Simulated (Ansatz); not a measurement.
The input, for Ansatz 0.2.0:

```yaml
crystal:
  periodic: [false, false, false]
  atoms:
    - {symbol: Ga, position_ang: [0.000000, 0.000000, 0.000000]}
    - {symbol: As, position_ang: [0.000000, 0.000000, 2.464100]}
basis:
  gaussian: {orbitals: def2-SVPD}
magnetization: {spin_polarized: false, initial_magnetization: 2}
correlation: {active_space: {ras: {orbitals: [3, 2, 43], electrons: 8, max_holes: 2, max_particles: 2}, fixed_orbitals: true}}
scf: {lower_state_search: full}
```

```sh
$ ansatz run in.yaml --threads 1 --pin off --events-out ev --progress --plain --max-ram 2393MiB
```

Output:

```
720 factors; integrals over basis functions are off by at most 5.3e-4 eV
mean field evaluation 1: about -113114.2109 eV, gradient 8.6e0 eV
mean field evaluation 2: about -113114.2144 eV, gradient 8.6e0 eV
mean field evaluation 4: about -113114.8741 eV, gradient 1.0e0 eV
mean field evaluation 8: about -113114.8953 eV, gradient 2.0e-1 eV
mean field evaluation 16: about -113114.8978 eV, gradient 2.5e-2 eV
mean field evaluation 32: about -113115.1724 eV, gradient 1.1e0 eV
mean field evaluation 64: about -113115.1229 eV, gradient 2.6e0 eV
mean field evaluation 96: about -113085.7352 eV, gradient 2.6e2 eV
mean field evaluation 128: about -113115.4963 eV, gradient 5.2e-1 eV
mean field evaluation 160: about -113114.8943 eV, gradient 2.3e-1 eV
mean field evaluation 192: about -113114.8421 eV, gradient 1.0e0 eV
mean field -113115.50492690 eV, -4156.9181336206 hartree, gradient 1.5e-6 eV, S^2 2.000000; 15 other end points of the search recorded, 0 dependent functions left out
reference -113115.50492690 eV, -4156.9181336206 hartree; 33, 31 occupied and 43, 45 virtual orbitals, 720 factors
state -113119.17102323 eV, -4157.0528601756 hartree
Total energy: -113119.17102323 eV, -4157.0528601756 hartree
```

Natural occupations: 1.9654 1.9482 1.9241 0.9907 0.9907 0.0313 0.0308 0.0308 0.0124 0.0124 0.0111 0.0091 0.0091 0.0069 0.0046 0.0046 0.0041 0.0028 0.0021 0.0021 0.0019 0.0008 0.0008 0.0004.

Ran on 1 thread of Arm Neoverse V1, shared host: 13 s wall, 0.2 GiB peak host memory.
